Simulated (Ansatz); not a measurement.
One starting cell of BAs (a generated trial cell of BAs in the alpha-GeTe structure type) was relaxed twice with Ansatz (plane waves, PAW, scalar-relativistic): with r2SCAN at 500 eV and with PBE at 420 eV. The r2SCAN result:

```
CELL_PARAMETERS angstrom
      0.00000     2.39126     2.39126
      2.39126     0.00000     2.39126
      2.39126     2.39126     0.00000
ATOMIC_POSITIONS crystal
  B  0.50000 0.50000 0.50000
  As 0.25000 0.25000 0.25000
```

| quantity | r2SCAN | PBE |
|---|---|---|
| space group | F-43m | F-43m |
| volume (Å³/atom) | 13.67 | ___ |
| a (Å) | 4.783 | ___ |
| gap (eV, no spin-orbit coupling) | 1.38 | ___ |

Fill in the PBE column.


- volume (Å³/atom), PBE: 13.90
- a (Å), PBE: 4.809
- gap (eV, no spin-orbit coupling), PBE: 1.21

Both levels end in the same structure; PBE's volume is 1.7 % larger; its gap is 0.17 eV smaller. Neither column is exact.

No spin polarisation in the result.

Measured for BAs: a 4.777 Å (room temperature; as listed in M J Lucero, T M Henderson, G E Scuseria, Journal of Physics Condensed Matter (2012)); gap 1.82 eV (room temperature; as listed in Joon Sang Kang et al., Applied Physics Letters (2019)). Computed minus measured — a: r2SCAN +0.1 %, PBE +0.7 %; gap: r2SCAN -0.44 eV, PBE -0.61 eV. The computed values are for a static lattice, and a measured gap can be an optical one, lowered by exciton binding.

The run could not lose the symmetry of its start; a randomly shaken copy of 4 atoms returns to this structure.

Ansatz is an electronic-structure program.
